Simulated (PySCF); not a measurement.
# Accurate constants of CN−, step by step

One table from this session's results is given with a row withheld; the runs are named, their logs left out.

Computed with PySCF 2.14.0. Level: CCSD(T) on RHF, no relativity in the base curves; scalar relativity is added as a correction.

2 further runs of the same task are left out: 2 set aside as unsound or not needed.

Set-up of the first run:

| Item | Value |
| --- | --- |
| molecule | CN− |
| state | singlet, unpaired electrons none |
| smaller basis | C aug-cc-pVTZ, N aug-cc-pVTZ |
| larger basis | C aug-cc-pVQZ, N aug-cc-pVQZ |
| frozen core orbitals | 2 |
| extrapolation | correlation as n⁻³ (n = 3, 4), Hartree–Fock as (n+1)·exp(−9√n) |
| corrections | core–valence correlation, scalar relativity |
| distances (Å) | 1.0455, 1.0931, 1.1406, 1.1881, 1.2356, 1.2950, 1.3545 |
| masses (u) | 12.0000, 14.0031 |
| dissociation limit | C− + N |

On the command line:

```bash
$ OMP_NUM_THREADS=4 python comp.py task.json out
```

One table of the session follows, with a row left open; its other results are not shown here.

Parts of the energy along the bond, in eV from C− + N:

```
 R (Å)  HF/CBS  CCSD corr.      (T)  core–valence  relativity
1.0455  -5.506      -3.392  -0.2729       -0.0840      0.0021
1.0931  -6.155      -3.493  -0.3042       -0.0690      0.0042
1.1406  -6.390      -3.603  -0.3384       -0.0560      0.0056
1.1881  -6.315      -3.721  -0.3756       -0.0447      0.0066
1.2356       ?           ?        ?             ?           ?
1.2950  -5.401      -4.016  -0.4710       -0.0243      0.0076
1.3545  -4.618      -4.194  -0.5316       -0.0154      0.0076
```

Estimate the missing values for R (Å) = 1.2356.

Worked estimate for «HF/CBS». A straight line through the neighbours (1.1881, -6.315) and (1.2950, -5.401) gives -6.315 + (-5.401 + 6.315) × (1.2356 − 1.1881) / (1.2950 − 1.1881) = -5.909; a parabola fitted to 4 rows on both sides gives -6.002.

As computed: HF/CBS: -6.011; CCSD corr.: -3.848; (T): -0.4159; core–valence: -0.0348; relativity: 0.0072. In «HF/CBS» the line misses by +0.102 and the parabola by +0.009.
